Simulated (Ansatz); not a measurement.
Two shapes of doublet CH₂O(+).

Shape 1:

```xyz
4

C    -0.0638   -0.1063    0.5225
O     0.0600    0.1295   -0.6255
H     0.1215    0.6508    1.3015
H    -0.3745   -1.0980    0.8895
```

Shape 2:

```xyz
4

C    -0.0677   -0.1135    0.5574
O     0.0625    0.1341   -0.6483
H     0.1234    0.6563    1.2965
H    -0.3750   -1.1009    0.8825
```

Basis set: def2-SVP (spherical functions). Left uncorrelated: 2 orbitals. Charge 1, multiplicity 2.

Computed with Ansatz (development build ahead of 0.2.0); each method stands on the lowest determinant of its kind that the runs found.

Which shape is lower in energy, and by how much in each method?

```tsv
method	E(2) − E(1) (eV)
UHF	0.009
UHF-MP2	0.058
```

Shape 1 is lower.
